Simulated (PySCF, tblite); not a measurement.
# A complex of acetylene and acetonitrile

A gas-phase complex of acetylene and acetonitrile; neutral, singlet. The structure comes from a short search (6 tight-binding starts) and was relaxed by PBE0-D3(BJ)/def2-SVPD; another way of binding may lie lower. Frequencies by PBE0-D3(BJ)/def2-SVPD show no clear imaginary mode.

Parts: 1 = acetylene (C#C), atoms 1–4; 2 = acetonitrile (CC#N), atoms 5–10.

```xyz
10

C    -1.070   -0.275    0.065
C     0.119   -0.164    0.254
H    -2.126   -0.374   -0.101
H     1.181   -0.064    0.418
C     5.978    0.378    1.037
C     4.542    0.248    0.867
N     3.401    0.144    0.731
H     6.363   -0.454    1.642
H     6.476    0.365    0.059
H     6.214    1.324    1.543
```
(Å; atoms numbered from 1)

```csv
contact,kind (by geometry),distance (Å),angle (°)
H4···N7,C–H hydrogen bond,2.252,179
```

Interaction energies are complex less parts, with the parts frozen as they stand in it; counterpoise-corrected, in kcal/mol (PySCF).

Task: How strongly do the parts interact, level by level?

Result: 
| level | interaction | superposition error removed |
| --- | --- | --- |
| wB97M-D3(BJ)/def2-TZVPD | -3.10 | -0.05 |
| PBE0-D3(BJ)/def2-TZVPD | -3.40 | -0.05 |
| RI-MP2/def2-TZVPD | -3.03 | -0.43 |

Task: What holds them together? Decompose the wB97M-D3(BJ)/def2-TZVPD energy: frozen parts, their antisymmetrised product, then relaxation.

Result: electrostatic -4.5, Pauli repulsion +3.6, orbital relaxation -1.6, dispersion correction -0.6 kcal/mol, which sum to the value before the counterpoise correction; the Pauli term holds the exchange-correlation of the frozen density too. Of the attraction, 67 % is electrostatic, 24 % is orbital relaxation, 9 % is dispersion correction.

The parts were also relaxed and run alone, at the levels used for the complex: shieldings by PBE0/pcSseg-2; core levels by delta-SCF with SCAN, pcX-2 on the ionised atom and pcseg-1 elsewhere, spin-free X2C.

Task: What does binding change?

Result: 
```tsv
property	alone	in the complex	change
C2–H4 bond (Å)	1.074	1.079	+0.005
shielding of H4 (ppm)	29.92	28.62	-1.30
shielding of N7 (ppm)	-38.2	-29.6	+8.6
shielding of C2 (ppm)	107.6	101.5	-6.1
N7 1s core level (eV)	405.35	405.57	+0.22
```

The core-hole state of N7 is spin-contaminated (⟨S²⟩ 0.81 against 0.75 for a pure doublet), so that value and differences from it are less sure.

The 6 runs behind this took 4.6 min in all, one thread each of AMD EPYC 9R45 96-Core on a shared host, launched as `OMP_NUM_THREADS=1 python cluster_run.py task.json out`.
